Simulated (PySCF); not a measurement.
**Basis set benchmark on one molecule**

Molecule: `c1n[nH]cp1`, C2H3N2P.

Numbering as in the mapped SMILES `[cH:1]1[n:2][nH:3][cH:4][p:5]1` (H(Xn): hydrogen on atom n).

Geometry PBE0-D3(BJ)/def2-SVP throughout; GIAO in PySCF 2.14, gas phase, one conformer, non-relativistic; equivalent atoms averaged; functional PBE0.

Reference values (measured; solution; Yu. Yu. Rusakov, I. L. Rusakova, Phys. Chem. Chem. Phys. 2023, supporting information (pecS-n basis sets for 31P)): δ(P5) = 82.8 ppm vs 85 % H3PO4. Computed shifts are taken against H3PO4, calculated as an isolated molecule at each level.

Q: How do the basis sets pcSseg-0, cc-pVDZ, aug-cc-pVDZ, cc-pVTZ, IGLO-III perform against the reference? Times are CPU seconds on 1 thread of an Arm Neoverse V2, shared host.

A: 
```csv
basis set,functions,P5,abs. error P,core-s
pcSseg-0,55,68.9,13.9,2.8
cc-pVDZ,89,99.5,16.7,4.8
aug-cc-pVDZ,146,76.0,6.8,11
cc-pVTZ,196,81.1,1.7,15
IGLO-III,214,86.7,3.9,19
```

For $^{31}$P the closest is cc-pVTZ (1.7 ppm) and the furthest cc-pVDZ (16.7 ppm). Where a smaller basis beats a larger one, errors probably cancel. One molecule is a small sample, and vibrational and solvent effects are absent from the calculation.

A small basis that lands close on one nucleus may do so by chance; judge by the trend and by all nuclei.
